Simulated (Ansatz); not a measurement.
`CC1=CC1` + H₂ → `C1=CC1` + CH₄ at 700 K and 1 bar (hydrogenolysis of a C–C bond).

Program: Ansatz. Geometries: PBE0-D4/def2-TZVP. ΔE: electronic, gas phase. CCSD(T)/CBS adds triple-zeta CCSD(T) − MP2 to the extrapolated MP2 energy (def2 sets, frozen cores). This one scheme is used for every species.

```csv
species,CCSD(T)/CBS energy (Eh),H − E (kJ/mol),S (J/(mol·K))
`CC1=CC1`,-155.72823,281.4,374.2
H₂,-1.17544,46.8,155.3
`C1=CC1`,-116.45901,189.7,305.0
CH₄,-40.46206,145.9,224.0
```

H − E and S are ideal-gas, rigid-rotor, harmonic terms from PBE0-D4/def2-TZVP. The MP2-based limit puts H₂ 0.8 mEh under its directly extrapolated value; such offsets cancel only in part. 1 Eh = 2625.50 kJ/mol, R = 8.31446 J/(mol·K).

Q: By hand: ΔE, ΔH, ΔS and ΔG.

A: ΔE = (-116.45901) + (-40.46206) − (-155.72823) − (-1.17544) = -0.01740 Eh = -45.7 kJ/mol. Δ(H − E) = 189.7 + 145.9 − 281.4 − 46.8 = 7.4, so ΔH = -38.3 kJ/mol. ΔS = 305.0 + 224.0 − 374.2 − 155.3 = -0.5 J/(mol·K). ΔG = -38.3 − 700 × (-0.5)/1000 = -37.9 kJ/mol.

Q: By hand: the equilibrium constant, and the temperature at which ΔG would vanish if ΔH and ΔS stayed fixed.

A: log₁₀ K = −ΔG/(RT ln 10) = 2.8. ΔG = 0 at ΔH/ΔS = 76600 K, far beyond where these terms or the molecules hold.

The number of gas molecules stays the same, so ΔS is small and ΔH decides. A doubt of 5 kJ/mol in ΔE shifts log₁₀ K by 0.4 here. These are equilibria of isolated gas molecules and say nothing of rates. Largest T1 diagnostic: 0.010 (customary marks: 0.02 for closed shells, 0.045 for open ones).
